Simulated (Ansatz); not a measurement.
A calculation with Ansatz (development build ahead of 0.2.0).

```yaml
crystal:
  periodic: [false, false, false]
  atoms:
    - { symbol: C, position_ang: [0.0, 0.0, 0.0] }
    - { symbol: C, position_ang: [0.88912, 0.88912, 0.88912] }
    - { symbol: C, position_ang: [0.88912, -0.88912, -0.88912] }
    - { symbol: C, position_ang: [-0.88912, 0.88912, -0.88912] }
    - { symbol: C, position_ang: [-0.88912, -0.88912, 0.88912] }
    - { symbol: H, position_ang: [0.26025, 1.51865, 1.51865] }
    - { symbol: H, position_ang: [1.51865, 0.26025, 1.51865] }
    - { symbol: H, position_ang: [1.51865, 1.51865, 0.26025] }
    - { symbol: H, position_ang: [0.26025, -1.51865, -1.51865] }
    - { symbol: H, position_ang: [1.51865, -0.26025, -1.51865] }
    - { symbol: H, position_ang: [1.51865, -1.51865, -0.26025] }
    - { symbol: H, position_ang: [-1.51865, 0.26025, -1.51865] }
    - { symbol: H, position_ang: [-1.51865, 1.51865, -0.26025] }
    - { symbol: H, position_ang: [-0.26025, 1.51865, -1.51865] }
    - { symbol: H, position_ang: [-1.51865, -1.51865, 0.26025] }
    - { symbol: H, position_ang: [-0.26025, -1.51865, 1.51865] }
    - { symbol: H, position_ang: [-1.51865, -0.26025, 1.51865] }
basis:
  gaussian: { orbitals: def2-SVP }
hamiltonian:
  xc: hf
correlation:
  method: mp2
  frozen_orbitals: { C: 1, H: 0 }
```

The input is written out in the form of the current development build from the run's settings.

Results

* Converged: yes
* Reference energy: -196.19518 hartree
* Correlation energy: -0.73795 hartree
* Total energy: -196.93313 hartree
* Spin squared of the determinant: 0.000
